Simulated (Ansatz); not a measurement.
Reaction (isomerisation): `COC1=NC1` → `CCOC#N`

Gas-phase electronic energies from Ansatz, PBE0-D4/def2-TZVP geometries. CCSD(T)/CBS adds triple-zeta CCSD(T) − MP2 to the extrapolated MP2 energy (def2 sets, frozen cores). Functionals use def2-TZVPP. Each species was taken in one conformer, which may not be the lowest.

`COC1=NC1`:

```xyz
10

C    -0.748   -0.377    1.540
O     0.094   -0.858    0.484
C     0.274    0.014   -0.472
N    -0.036    1.173   -0.816
C     0.888    0.306   -1.721
H    -0.815   -1.186    2.263
H    -0.306    0.510    1.997
H    -1.737   -0.131    1.149
H     0.454   -0.054   -2.651
H     1.932    0.604   -1.772
```

`CCOC#N`:

Cartesian coordinates in Å:
```
C 0.787 -0.528 -0.612
C -0.556 0.144 -0.559
O -1.193 -0.030 0.743
C -0.593 0.539 1.719
N -0.073 1.043 2.620
H 1.220 -0.389 -1.606
H 0.698 -1.598 -0.420
H 1.473 -0.093 0.119
H -0.491 1.216 -0.755
H -1.271 -0.302 -1.248
```

CCSD(T)/CBS gives -30.3 kcal/mol.

Task: Another level gave -35.5 kcal/mol. Which?
A. PBE0/def2-TZVPP
B. HF/def2-TZVPP
C. CCSD/def2-TZVPP
D. BLYP/def2-TZVPP

Result: B. HF/def2-TZVPP -35.5, CCSD/def2-TZVPP -31.7, BLYP -29.9, PBE0 -26.0 kcal/mol.

Largest T1 diagnostic among the species: 0.013.

From BLYP to BHLYP (50 % exact exchange), in def2-TZVPP and without D4, ΔE moves by −1.3 kcal/mol. At CCSD(T), def2-SVP lies −0.9 kcal/mol from the extrapolated value and def2-TZVPP −0.6 kcal/mol.
